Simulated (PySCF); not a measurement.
Cartesian coordinates (Å):
```xyz
10

C     -1.3990     0.0335    -0.1835
C     -0.1406    -0.0897     0.5899
C      1.1146     0.0389    -0.2824
H     -1.8227     1.0057    -0.4049
H     -1.8356    -0.8266    -0.6765
H     -0.1112    -1.0565     1.1039
H     -0.1044     0.6796     1.3689
H      2.0204    -0.0564     0.3223
H      1.1362    -0.7363    -1.0517
H      1.1423     1.0079    -0.7859
```
Charge 0, spin multiplicity 2.

What is the computed total energy, dipole moment and highest occupied spin orbital (PySCF with PBE0-D4/def2-TZVP)?


```yaml
total_energy: -3220.84 eV
dipole_moment: 0.30 D
highest_occupied_spin_orbital: -5.97 eV
```
